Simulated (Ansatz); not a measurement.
# Chalcopyrite CuGaSe2, band gap

Reference value: 1.67 eV (measured, temperature not stated, no zero-point or thermal correction, direct or pseudo-direct at Γ; as tabulated in Ghosh et al. (2024), arXiv:2401.16805).

Question: Which of these levels comes closest to the reference?
(A) PBE+SOC (Ansatz, an electronic-structure program)
(B) r²SCAN+SOC (Ansatz)
(C) HSE06+SOC (Ansatz)
(D) PBEsol+SOC (Ansatz)

Answer: C, HSE06+SOC (Ansatz)

```
level (code)            value (eV)  cell (Å³/atom)  difference (eV)
-------------------  -------------  --------------  ---------------
PBE+SOC (Ansatz)     0.20 (direct)           21.76            -1.47
PBEsol+SOC (Ansatz)  0.13 (direct)           21.76            -1.54
r²SCAN+SOC (Ansatz)  0.61 (direct)           21.76            -1.06
HSE06+SOC (Ansatz)   1.37 (direct)           21.76            -0.30
```

The best agreement in this table is that of HSE06+SOC (-0.30 eV). PBEsol+SOC (-1.54 eV) misses by most. Of these only HSE06+SOC lands within 0.5 eV. All 4 levels lie below the reference.

Density-functional values are differences of (generalised) Kohn–Sham levels of a static lattice; semilocal ones lie below quasiparticle gaps as a rule. Measured values hold zero-point and thermal shifts unless a correction is named.  Values are at the measured cell. Cutoffs and k meshes differ between the levels. Ansatz's density-functional and Hartree–Fock values are scalar-relativistic unless marked +SOC, with PAW data made under PBE.

Differences are worked out from the printed values.
